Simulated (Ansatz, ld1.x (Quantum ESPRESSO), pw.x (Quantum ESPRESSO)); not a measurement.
# From atom to crystal: ultrasoft potential for As

- Element: As (Z = 33)
- Generator: ld1.x (Quantum ESPRESSO) 7.5
- Type: ultrasoft
- Functional: LDA (PW92)
- Relativity: scalar-relativistic
- Frozen core: [Ar] 3d10
- Valence charge: 5
- Reference configuration: 4s2 4p2.75 (charge +0.25)
- Partial waves: 4s (bound): rcut 1.30, rcutus 1.50 bohr; 4s channel at 3.5 Ry: rcut 1.30, rcutus 1.50 bohr; 4p (bound): rcut 1.45, rcutus 1.90 bohr; 4p channel at 0.05 Ry: rcut 1.45, rcutus 1.90 bohr; 4d channel at 0.07 Ry: rcut 1.25, rcutus 1.70 bohr
- Local potential: all-electron potential smoothed inside 1.35 bohr (lloc = -1)
- Core correction: a·sin(br)/r model core, default radius (core density twice the valence density)
- Augmentation charge: PSQ, inside the norm-conserving radii

Atomic tests: cutoffs needed: 18 Ry and 30 Ry (the cutoffs (Ry, on a coarse ladder) from which the occupation-weighted sum of valence levels, in a spherical-Bessel basis at the reference potential, stays within 10 and 1 mRy of its value at 400 Ry); ghost test: no extra level below or beside the all-electron valence levels (s, p, d, f tested) (spherical-Bessel basis up to 400 Ry, 20 bohr box); largest excitation error: -444 meV (all-electron minus pseudo) for 4s1 4p0, out of 7 test configurations.

Crystal test: bcc As in pw.x 7.5, no spin, 14³ k-points, Fermi–Dirac smearing 0.01 Ry, cutoffs 40/400 Ry. The reference is all-electron LAPW (Ansatz 0.2.0) with the same functional, mesh and smearing; V0 and B0 come from Birch–Murnaghan fits to the pressures at five volumes. Errors are pseudo minus all-electron; Δ is the rms difference of the E(V) curves that follow from these fits, minima aligned, over ±6 % about the mean V0. Mesh and smearing are coarse, so the numbers serve the comparison and aren't converged zero-temperature values; the lattice is a test structure that the element need not adopt.

```json
{"V (Å³/atom)": "16.961", "P all-electron (GPa)": "5.73", "P pseudo (GPa)": "4.83"}
{"V (Å³/atom)": "17.408", "P all-electron (GPa)": "2.75", "P pseudo (GPa)": "1.92"}
{"V (Å³/atom)": "17.854", "P all-electron (GPa)": "0.14", "P pseudo (GPa)": "-0.63"}
{"V (Å³/atom)": "18.300", "P all-electron (GPa)": "-2.15", "P pseudo (GPa)": "-2.86"}
{"V (Å³/atom)": "18.747", "P all-electron (GPa)": "-4.16", "P pseudo (GPa)": "-4.82"}
```

All-electron: a0 = 3.295 Å (V0 = 17.88 Å³/atom), B0 = 97.1 GPa.

Pseudopotential: mean pressure error (GPa): -0.77; a0 (Å): 3.286; a0 error (%): -0.26; B0 error (%): +0.9; Δ (meV/atom): 3.0.

Problem. At the middle volume, how do free energy and pressure move when the wave cutoff is lowered (ecutrho held at 400 Ry)?

Solution.

```tsv
cutoff (Ry)	shift of F (meV/atom)	shift of P (GPa)
18	+47.0	-1.59
24	+12.7	-0.00
32	+5.3	-0.14
```

The run at the middle volume (104 k-points, 6 iterations) took about 5.5 s on one core of a shared host (Intel(R) Xeon(R) 6975P-C, 192 threads, 756 GiB, load 165).
